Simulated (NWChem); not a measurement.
All runs are NWChem calculations. System: N, charge 0, spin multiplicity 4. Its SCF solution wasn't tested for a lower state. Level: ROCCSDT/cc-pVDZ, 1 core orbitals frozen.

Part of the output:

```
             Northwest Computational Chemistry Package (NWChem) 7.3.0
             --------------------------------------------------------

                                NWChem Input Module
                                -------------------

 Scaling coordinates for geometry "geometry" by  1.889725989
 (inverse scale =  0.529177249)

                             Geometry "geometry" -> ""
                             -------------------------

 Output coordinates in angstroms (scale by  1.889725989 to convert to a.u.)

  No.       Tag          Charge          X              Y              Z
 ---- ---------------- ---------- -------------- -------------- --------------
    1 N                    7.0000     0.00000000     0.00000000     0.00000000

 Effective nuclear repulsion energy (a.u.)       0.0000000000

            Nuclear Dipole moment (a.u.)
            ----------------------------
        X                 Y               Z
 ---------------- ---------------- ----------------
     0.0000000000     0.0000000000     0.0000000000

      Symmetry information
      --------------------

 Group name             D2h
 Group number             26
 Group order               8
 No. of unique centers     1

      Symmetry unique atoms

     1


 Summary of "ao basis" -> "" (spherical)
 ------------------------------------------------------------------------------
       Tag                 Description            Shells   Functions and Types
 ---------------- ------------------------------  ------  ---------------------
 *                          cc-pvdz                   on all atoms

 Summary of "ao basis" -> "ao basis" (spherical)
 ------------------------------------------------------------------------------
       Tag                 Description            Shells   Functions and Types
 ---------------- ------------------------------  ------  ---------------------
 N                          cc-pvdz                  6       14   3s2p1d

                                 NWChem SCF Module
                                 -----------------

  ao basis        = "ao basis"
  functions       =    14
  atoms           =     1
  closed shells   =     2
  open shells     =     3
  charge          =   0.00
  wavefunction    = ROHF
  use symmetry    = T
  symmetry adapt  = T

 Summary of "ao basis" -> "ao basis" (spherical)
 ------------------------------------------------------------------------------
       Tag                 Description            Shells   Functions and Types
[...]
    Atom       Charge   Shell Charges
 -----------   ------   -------------------------------------------------------
    1 N    7     3.00   0.00 -0.00 -0.00  1.87  1.13  0.00

       Multipole analysis of the density wrt the origin
       ------------------------------------------------

     L   x y z        total         open         nuclear
     -   - - -        -----         ----         -------
     0   0 0 0     -0.000000     -3.000000      7.000000

     1   1 0 0      0.000000     -0.000000      0.000000
     1   0 1 0     -0.000000      0.000000      0.000000
     1   0 0 1     -0.000000      0.000000      0.000000

     2   2 0 0     -3.953661     -2.484990      0.000000
     2   1 1 0     -0.000000     -0.000000      0.000000
     2   1 0 1     -0.000000     -0.000000      0.000000
     2   0 2 0     -3.953661     -2.484990      0.000000
     2   0 1 1     -0.000000      0.000000      0.000000
     2   0 0 2     -3.953661     -2.484990      0.000000

                   NWChem Extensible Many-Electron Theory Module
                   ---------------------------------------------


            General Information
            -------------------
      Number of processors :     1
         Wavefunction type : Restricted open-shell Hartree-Fock
          No. of electrons :     7
           Alpha electrons :     5
            Beta electrons :     2
           No. of orbitals :    28
            Alpha orbitals :    14
             Beta orbitals :    14
        Alpha frozen cores :     1
         Beta frozen cores :     1
     Alpha frozen virtuals :     0
      Beta frozen virtuals :     0
         Spin multiplicity : quartet
    Number of AO functions :    14
       Number of AO shells :     6
        Use of symmetry is : on
      Symmetry adaption is : on
         Schwarz screening : 0.10D-09

          Correlation Information
          -----------------------
          Calculation type : Coupled-cluster singles, doubles, & triples
   Perturbative correction : none
            Max iterations :      100
        Residual threshold : 0.10D-05
     T(0) DIIS level shift : 0.00D+00
     L(0) DIIS level shift : 0.00D+00
     T(1) DIIS level shift : 0.00D+00
     L(1) DIIS level shift : 0.00D+00
     T(R) DIIS level shift : 0.00D+00
     T(I) DIIS level shift : 0.00D+00
   CC-T/L Amplitude update :  5-th order DIIS
                I/O scheme : Global Array Library
        L-threshold :  0.10D-05
        EOM-threshold :  0.10D-05
 no EOMCCSD initial starts read in
 TCE RESTART OPTIONS
 SLICE:      F
 D4D5:       F
 quantumc:   F
 qrotation:  F
 pwtce:      F
 qducc:      F
 nacto:                         0
 nrotv:                         0
 nrot:                          0

            Memory Information
            ------------------
          Available GA space size is     249036408 doubles
          Available MA space size is     104856228 doubles

 Maximum block size supplied by input
 Maximum block size        24 doubles

 tile_dim =      3

 -------------------------------------------------

 Global array virtual files algorithm will be used

 Parallel file system coherency ......... OK

 4-electron integrals stored in orbital form

 v2    file size   =              781
 4-index algorithm nr.  13 is used
 imaxsize =       30
 imaxsize ichop =        0
 IN MAPPING 1 for UCC(4),CCSDT,CCSDTQ


 CCSDT iterations
 --------------------------------------------------------
 Iter          Residuum       Correlation     Cpu    Wall
 --------------------------------------------------------
    1   0.1694501173024  -0.0816864217189     3.1     3.1
    2   0.0348335009464  -0.0881042816657     3.9     3.9
    3   0.0088355314101  -0.0897046906434     4.0     4.0
    4   0.0022241930175  -0.0900031881592     4.0     4.0
    5   0.0007156633408  -0.0900739404328     3.2     3.2
    6   0.0001564472354  -0.0900888376599     3.5     3.5
    7   0.0000381021638  -0.0900947273465     2.9     2.9
    8   0.0000137262147  -0.0900943152312     2.4     2.4
    9   0.0000050576474  -0.0900942835358     2.4     2.4
   10   0.0000019914940  -0.0900942549929     2.2     2.2
   11   0.0000002061697  -0.0900942365769     2.1     2.1
 --------------------------------------------------------
 Iterations converged
 CCSDT correlation energy / hartree =        -0.090094236576893
 CCSDT total energy / hartree       =       -54.478508473577286

 Singles contributions

 Doubles contributions

 Task  times  cpu:       34.1s     wall:       34.1s

 Total times  cpu:       34.2s     wall:       34.2s
```

Problem. Write an NWChem input that would produce this output.

Solution. One answer among several that fit: 
```
start mol
memory heap 100 mb stack 700 mb global 1900 mb
geometry units angstroms nocenter noautoz
  N      0.000000     0.000000     0.000000
  symmetry group D2h
end
basis spherical
  * library cc-pvdz
end
scf
  rohf
  nopen 3
  maxiter 100
  thresh 1e-7
  semidirect memsize 60000000 filesize 0
  # guess.movecs holds the orbitals of an unrestricted PBE0 run
  vectors input guess.movecs output mol.movecs
end
tce
  freeze core 1
  ccsdt
  2eorb
  2emet 13
  thresh 1e-6
  maxiter 100
  tilesize 24
end
task tce energy
```
